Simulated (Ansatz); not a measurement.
Geometry optimisation, RKS PBE-D4/def2-SVP (Ansatz).

input.yaml

```yaml
crystal:
  periodic: [false, false, false]
  atoms:
    - { symbol: F, position_ang: [0.7018, 0.1659, -1.2105] }
    - { symbol: C, position_ang: [-0.0637, -0.4261, -0.2576] }
    - { symbol: S, position_ang: [-0.8095, 0.8007, 0.8376] }
    - { symbol: H, position_ang: [0.6917, -1.0714, 0.288] }
    - { symbol: H, position_ang: [-0.8411, -1.0244, -0.7513] }
    - { symbol: H, position_ang: [0.3628, 1.4913, 1.0477] }
basis:
  gaussian: { orbitals: def2-SVP }
hamiltonian:
  xc: pbe
  dispersion: d4
relax:
  f_tol: 0.02
  max_steps: 40
scf:
  lower_state_search: "off"
output:
  orbitals: {}
```

Command:

```bash
$ ansatz run input.yaml --threads 1 --pin off --max-ram 2048MiB --backend cpu --events-out ev --progress --plain --runs-dir out
```

Q: Where does it end, and by what steps?

A: The run converged. After 5 steps the energy has fallen by 0.135 eV; H6 moved furthest, 0.25 Å.

| step | energy less start (eV) | largest force component (eV/Å) | accepted |
| --- | --- | --- | --- |
| 0 | 0.0000 | 1.548 | yes |
| 1 | -0.1093 | 0.406 | yes |
| 2 | -0.1283 | 0.308 | yes |
| 3 | -0.1338 | 0.188 | yes |
| 4 | -0.1348 | 0.020 | yes |
| 5 | -0.1349 | 0.005 | yes |

```xyz
6
Properties=species:S:1:pos:R:3
F 0.669 0.105 -1.393
C -0.008 -0.393 -0.302
S -0.811 0.886 0.709
H 0.696 -0.986 0.319
H -0.837 -1.050 -0.645
H 0.334 1.374 1.265
```

Whether the end is a true minimum wasn't checked by a vibrational analysis.

Time of the run: 10 s on 1 thread of Arm Neoverse N1, with other jobs on the host, peak memory 0.11 GiB.
